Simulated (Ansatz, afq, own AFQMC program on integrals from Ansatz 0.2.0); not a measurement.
Al2H, doublet → Al$_{2}$H, quartet

```xyz
3

Al    0.0000    0.0000    0.3526
Al    0.0000    0.0000   -2.3244
H     0.0000    0.0000    1.9718
```

Connectivity, by distances: AlH–Al.

E(quartet, charge +0) − E(doublet, charge +0) at this geometry, on UHF and UHF determinants.

Basis cc-pVTZ. Only valence electrons are correlated. Ansatz 0.2.0 and our own AFQMC program on the same integrals; the CISD trial comes from CCSD amplitudes, and released means the phaseless constraint is let go. ± is one standard error of the sampling. The errors of all members are added in quadrature.

No full CI on the walks' own integrals is used here; CCSDT(Q) serves as the reference and is uncertain by about the last step of the cluster series. Each member takes its own surest rung, up to full CI.

Errors are counted within cc-pVTZ, not against nature.

Cautions: Al₂H (doublet): an unrestricted solution with more broken spin lies lower, the released energies are still falling, so no released level is given (meV from the phaseless value at times in 1/Eh: -5 ± 4 at 0.24, -11 ± 4 at 0.50, -17 ± 3 at 1.00, -19 ± 3 at 1.50), its ph-AFQMC/CISD value lies 34 ± 4 meV above CCSDT(Q); Al₂H (quartet): another spin lies lower, (T) is large, 6 % of the CCSD correlation, the released energies are still falling, so no released level is given (meV from the phaseless value at times in 1/Eh: -10 ± 5 at 0.24, -14 ± 5 at 0.50, -17 ± 5 at 1.00, -30 ± 4 at 1.50), its ph-AFQMC/CISD value lies 51 ± 4 meV above CCSDT(Q); core correlation is missing, and it shifts such a gap most where an s electron is promoted.

Reference (CCSDT(Q)): 19.9 kcal/mol.

| level | vertical spin gap (kcal/mol) | error against CCSDT(Q) (kcal/mol) |
| --- | --- | --- |
| HF | 13.5 | -6.4 |
| MP2 | 17.9 | -2.0 |
| CCSD | 21.4 | 1.5 |
| CCSD(T) | 20.3 | 0.4 |
| CCSDT | 20.1 | 0.2 |
| ph-AFQMC/HF | 22.0 ± 0.7 | 2.0 ± 0.7 |
| ph-AFQMC/CISD | 20.3 ± 0.1 | 0.4 ± 0.1 |

Correlation beyond CCSD(T) takes off 0.4 kcal/mol. The perturbative (T) step is worth −1.1 kcal/mol.

A walk keeps the symmetry of its determinant, which the program's search chose and which needn't be the lowest solution, so a lower state of the same spin and another symmetry isn't excluded.
